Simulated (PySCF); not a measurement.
Silanimine, H3NSi.
Numbering: `[NH:1]=[SiH2:2]` (hydrogens: H3 on N1; H4, H5 on Si2)

The same species was optimised twice, with GFN2-xTB and with PBE0-D3(BJ)/def2-SVP (PySCF), and the same property calculations (PySCF, gas phase) were run on both structures.

| coordinate | GFN2-xTB | PBE0-D3(BJ)/def2-SVP | change |
| --- | --- | --- | --- |
| Si2–H4 (Å) | 1.465 | 1.497 | +0.032 |
| Si2–H5 (Å) | 1.452 | 1.482 | +0.030 |
| N1–H3 (Å) | 1.009 | 1.019 | +0.010 |
| N1=Si2 (Å) | 1.608 | 1.603 | -0.005 |
| N1–Si2–H4 (°) | 135.3 | 129.6 | -5.7 |
| Si2–N1–H3 (°) | 125.7 | 120.5 | -5.2 |
| N1–Si2–H5 (°) | 114.5 | 118.1 | +3.6 |
| H4–Si2–H5 (°) | 110.2 | 112.3 | +2.1 |

Rotational constants: A = 146790, B = 16428, C = 14775 MHz (GFN2-xTB) against A = 134300, B = 16668, C = 14828 MHz (PBE0-D3(BJ)/def2-SVP). Point groups within 0.08 Å: Cs and Cs. Atoms that the bonding makes alike are paired by their places after alignment.

On the GFN2-xTB structure: HOMO (eV) -7.55 [PBE0/pcSseg-1]; LUMO (eV) -1.56 [PBE0/pcSseg-1]; dipole (D) 2.34 [PBE0/pcSseg-1]; GIAO shielding of N1 (ppm) -37.5 [PBE0/pcSseg-1]; GIAO shielding of Si2 (ppm) 277.6 [PBE0/pcSseg-1].

**Question.** What do these properties become on the PBE0-D3(BJ)/def2-SVP structure?

**Answer.** 
```
                                    property          level  on GFN2-xTB  on PBE0-D3(BJ)/def2-SVP  change
                                   HOMO (eV)  PBE0/pcSseg-1        -7.55                    -7.62   -0.07
                                   LUMO (eV)  PBE0/pcSseg-1        -1.56                    -1.55   +0.01
                                  dipole (D)  PBE0/pcSseg-1         2.34                     2.39   +0.05
energy, GFN2-xTB geometry as zero (kcal/mol)  PBE0/pcSseg-1          0.0                     -0.9    -0.9
                  GIAO shielding of N1 (ppm)  PBE0/pcSseg-1        -37.5                    -47.6   -10.1
                 GIAO shielding of Si2 (ppm)  PBE0/pcSseg-1        277.6                    269.1    -8.5
```

The heavy atoms differ by 0.003 Å rms after alignment. Among all bonds Si2–H4 changes most (+0.032 Å). Changes are differences of the printed values. Neither structure is proved a minimum here.
